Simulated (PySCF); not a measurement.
**Sound and unsound settings**

Molecule: SMILES C#C[C@@H]1C[C@@H]1C, C₆H₈; geometry GFN2-xTB.

Geometry:
```csv
atom,x (Å),y (Å),z (Å)
C1,2.152,-0.873,1.254
C2,1.541,-0.294,0.402
C3,0.805,0.396,-0.609
C4,-0.200,1.447,-0.204
C5,-0.677,0.146,-0.768
C6,-1.378,-0.847,0.122
H7,2.696,-1.379,1.994
H8,1.380,0.577,-1.511
H9,-0.270,2.342,-0.805
H10,-0.338,1.617,0.853
H11,-1.051,0.160,-1.786
H12,-1.288,-1.853,-0.284
H13,-0.939,-0.840,1.117
H14,-2.436,-0.601,0.203
```

All runs: PySCF 2.14.0 with density-fitted response routines, non-relativistic, gas phase unless a solvent (IEF-PCM) is named; grid level 2, GIAOs and SCF threshold 1e-9 unless changed. The yardstick, PBE0/pcSseg-1, gives these isotropic shieldings σ (ppm, equivalent atoms averaged): C6 169.4, C3 178.7, H8 30.26, H12/H13/H14 30.40, H7 30.57, H9 30.88, H10 31.55.

(1) What do these inputs give? (1) BHandHLYP/pcSseg-0; level_shift 0.1; (2) BHandHLYP/pcSseg-1; grid level 0; max_cycle 53; (3) solvent dimethylsulfoxide; wB97X-D/pcseg-1

(2) Comment on the technical settings and failures.

Results:

(1) 
```tsv
run	outcome	functions	wall time	C6	C3	H8	H12/H13/H14	H7	H9	H10
1	converged	70	14 s	176.7	190.7	32.29	32.22	31.97	32.41	33.16
2	converged	142	18 s	169.0	181.0	30.55	30.56	30.61	31.08	31.73
3	converged	124	30 s	179.4	188.7	30.48	30.60	30.34	30.92	31.61
```

Times are on shared hosts with different chips, so compare them loosely.

(2) 
- Run 1: The functional and orbital basis differ from the yardstick's, which in itself moves the values. The level shift changes the path of the SCF (10 cycles), not the solution, provided the same state is reached. With 70 functions the basis is far too small for magnetic properties.
- Run 2: The functional differs from the yardstick's, which in itself moves the values. Grid level 0 is coarse; it adds numerical noise and can break the equality of equivalent atoms. The cycle limit changes the path of the SCF (10 cycles), not the solution, provided the same state is reached.

Runs 1, 2 were set up unsoundly or failed; their numbers aren't to be quoted as properties of the molecule.
